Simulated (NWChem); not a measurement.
System: acetic acid (C2H4O2); SMILES CC(=O)O

Here is an NWChem input.

```
start job
memory heap 200 mb stack 900 mb global 1100 mb
geometry units angstroms noautoz
  C     -0.034222     1.388339     0.000000
  C      0.106171    -0.104469     0.000000
  O     -1.089311    -0.716050     0.000000
  O      1.141770    -0.714233     0.000000
  H      0.958245     1.851169     0.000000
  H     -0.602691     1.709942    -0.884811
  H     -0.602691     1.709942     0.884811
  H     -0.905961    -1.668156     0.000000
end
basis spherical
  * library def2-svp
end
dft
  xc r2scan
  iterations 150
  mulliken
end
task dft energy
```

Output (shortened):

```
             Northwest Computational Chemistry Package (NWChem) 7.3.0
             --------------------------------------------------------

 CS  symmetry detected

                             Geometry "geometry" -> ""
                             -------------------------

 Output coordinates in angstroms (scale by  1.889725989 to convert to a.u.)

  No.       Tag          Charge          X              Y              Z
 ---- ---------------- ---------- -------------- -------------- --------------
    1 C                    6.0000    -0.02437693     1.39260094     0.00000000
    2 C                    6.0000     0.11557019    -0.10024893     0.00000000
    3 O                    8.0000    -1.08009443    -0.71147283     0.00000000
    4 O                    8.0000     1.15098701    -0.71032222     0.00000000
    5 H                    1.0000     0.96822827     1.85513448     0.00000000
    6 H                    1.0000    -0.59274985     1.71437371    -0.88481100
    7 H                    1.0000    -0.59274985     1.71437371     0.88481100
    8 H                    1.0000    -0.89702881    -1.66363355     0.00000000

 Effective nuclear repulsion energy (a.u.)     121.5409608436

      Symmetry information
      --------------------

 Group name             Cs
 Group number              2
 Group order               2
 No. of unique centers     7

                                 NWChem DFT Module
                                 -----------------

 Summary of "ao basis" -> "ao basis" (spherical)
 ------------------------------------------------------------------------------
       Tag                 Description            Shells   Functions and Types
 ---------------- ------------------------------  ------  ---------------------
 C                          def2-svp                 6       14   3s2p1d
 O                          def2-svp                 6       14   3s2p1d
 H                          def2-svp                 3        5   2s1p

      Symmetry analysis of basis
      --------------------------

        a'         53
        a"         23

            General Information
            -------------------
          SCF calculation type: DFT
          Wavefunction type:  closed shell.
          No. of atoms     :     8
          No. of electrons :    32
           Alpha electrons :    16
            Beta electrons :    16
          Charge           :     0
          Spin multiplicity:     1
          Use of symmetry is: on ; symmetry adaption is: on
          Maximum number of iterations: 150
          AO basis - number of functions:    76
                     number of shells:    36
          Convergence on energy requested:  1.00D-06
          Convergence on density requested:  1.00D-05
          Convergence on gradient requested:  5.00D-04

              XC Information
              --------------
                      r^2SCAN Method XC Functional
               r^2SCAN metaGGA Exchange Functional  1.000
                     r^2SCAN Correlation Potential  1.000

             Grid Information
             ----------------
          Grid used for XC integration:  medium
          Radial quadrature: Mura-Knowles
          Angular quadrature: Lebedev.
          Tag              B.-S. Rad. Rad. Pts. Rad. Cut. Ang. Pts.
          ---              ---------- --------- --------- ---------
          C                   0.70       49          10.0       434
          O                   0.60       49           9.0       434
          H                   0.35       45          11.0       434
          Grid pruning is: on
          Number of quadrature shells:   331
          Spatial weights used:  Erf1

      Superposition of Atomic Density Guess
      -------------------------------------

 Sum of atomic energies:        -226.62904483

      Non-variational initial energy
      ------------------------------

 Total energy =    -228.626225
 1-e energy   =    -549.612073
 2-e energy   =     199.444887
 HOMO         =      -0.393659
 LUMO         =       0.042277

      Symmetry analysis of molecular orbitals - initial
      -------------------------------------------------

  Numbering of irreducible representations:

     1 a'          2 a"

  Orbital symmetries:

     1 a'          2 a'          3 a'          4 a'          5 a'
     6 a'          7 a'          8 a'          9 a'         10 a'
    11 a"         12 a'         13 a"         14 a'         15 a"
    16 a'         17 a"         18 a'         19 a'         20 a'
    21 a"         22 a'         23 a'         24 a'         25 a"
    26 a'

     ---------------------------------------------
      Total Density - Mulliken Population Analysis
     ---------------------------------------------

    Atom       Charge   Shell Charges
 -----------   ------   -------------------------------------------------------
    1 C    6     6.27   1.99  0.96  0.17  2.08  1.05  0.02
    2 C    6     5.19   1.99  0.89  0.19  1.46  0.53  0.12
    3 O    8     8.48   1.99  1.10  0.62  2.97  1.79  0.01
    4 O    8     8.75   1.99  1.13  0.67  3.09  1.85  0.01
    5 H    1     0.90   0.67  0.20  0.02
    6 H    1     0.87   0.65  0.19  0.03
    7 H    1     0.87   0.65  0.19  0.03
    8 H    1     0.68   0.53  0.09  0.06

   convergence    iter        energy       DeltaE   RMS-Dens  Diis-err
 ---------------- ----- ----------------- --------- --------- ---------
 d= 0,ls=0.0,diis     1   -228.6710899058 -3.50D+02  2.67D-02  1.06D+00
 d= 0,ls=0.0,diis     2   -228.2563477922  4.15D-01  1.99D-02  5.30D+00
 d= 0,ls=0.0,diis     3   -228.7736455208 -5.17D-01  4.71D-03  2.03D-01
 d= 0,ls=0.0,diis     4   -228.7888419225 -1.52D-02  1.56D-03  5.14D-02
 d= 0,ls=0.0,diis     5   -228.7937710137 -4.93D-03  2.75D-04  8.67D-04
  Resetting Diis
 d= 0,ls=0.0,diis     6   -228.7938473595 -7.63D-05  9.26D-05  8.15D-05
 d= 0,ls=0.0,diis     7   -228.7938576795 -1.03D-05  2.35D-05  1.15D-06
 d= 0,ls=0.0,diis     8   -228.7938574620  2.17D-07  1.68D-05  3.20D-06
 d= 0,ls=0.0,diis     9   -228.7938577857 -3.24D-07  4.75D-06  3.27D-07

         Total DFT energy =     -228.793857785678
      One electron energy =     -552.623139691953
           Coulomb energy =      231.676778386151
    Exchange-Corr. energy =      -29.388457323481
 Nuclear repulsion energy =      121.540960843606

 Numeric. integr. density =       32.000003595077

                  Occupations of the irreducible representations
                  ----------------------------------------------

                     irrep           alpha         beta
                     --------     --------     --------
                     a'               13.0         13.0
                     a"                3.0          3.0

                       DFT Final Molecular Orbital Analysis
                       ------------------------------------

 Vector   14  Occ=2.000000D+00  E=-3.566804D-01  Symmetry=a'
              MO Center= -7.6D-02, -3.8D-01, -7.0D-14, r^2= 2.4D+00
   Bfn.  Coefficient  Atom+Function         Bfn.  Coefficient  Atom+Function
  ----- ------------  ---------------      ----- ------------  ---------------
    46      0.308582  4 O  px                32      0.294700  3 O  px
    33     -0.229013  3 O  py                 5     -0.222690  1 C  py
    18     -0.223398  2 C  px                31     -0.219505  3 O  s
    19      0.210194  2 C  py                72      0.197874  8 H  s
    35      0.193562  3 O  px                47     -0.186116  4 O  py

 Vector   15  Occ=2.000000D+00  E=-2.913025D-01  Symmetry=a"
              MO Center=  3.0D-02, -6.7D-01, -1.1D-14, r^2= 1.8D+00
   Bfn.  Coefficient  Atom+Function         Bfn.  Coefficient  Atom+Function
  ----- ------------  ---------------      ----- ------------  ---------------
    34      0.462445  3 O  pz                48     -0.444281  4 O  pz
    37      0.355830  3 O  pz                51     -0.317198  4 O  pz
    20     -0.129030  2 C  pz                23     -0.061620  2 C  pz
    63     -0.051813  6 H  s                 68      0.051813  7 H  s
    27      0.045684  2 C  d  1              62     -0.034253  6 H  s

 Vector   16  Occ=2.000000D+00  E=-2.409786D-01  Symmetry=a'
              MO Center=  7.3D-01, -4.9D-01, -1.3D-15, r^2= 1.6D+00
   Bfn.  Coefficient  Atom+Function         Bfn.  Coefficient  Atom+Function
  ----- ------------  ---------------      ----- ------------  ---------------
    47      0.504549  4 O  py                50      0.349190  4 O  py
    46      0.292262  4 O  px                32      0.247551  3 O  px
    49      0.209752  4 O  px                 3     -0.207046  1 C  s
    35      0.193955  3 O  px                 5      0.173551  1 C  py
     8      0.132623  1 C  py                31      0.127728  3 O  s

 Vector   17  Occ=0.000000D+00  E=-1.493193D-02  Symmetry=a"
              MO Center=  1.9D-01, -6.9D-02,  2.8D-16, r^2= 2.0D+00
   Bfn.  Coefficient  Atom+Function         Bfn.  Coefficient  Atom+Function
  ----- ------------  ---------------      ----- ------------  ---------------
    20      0.578549  2 C  pz                23      0.500521  2 C  pz
    51     -0.403333  4 O  pz                48     -0.392904  4 O  pz
    63      0.323206  6 H  s                 68     -0.323206  7 H  s
    37     -0.245364  3 O  pz                34     -0.242086  3 O  pz
    62      0.162469  6 H  s                 67     -0.162469  7 H  s

[...]
```

Level: r2SCAN/def2-SVP. All runs use the structure optimised with PBE0/def2-SVP.
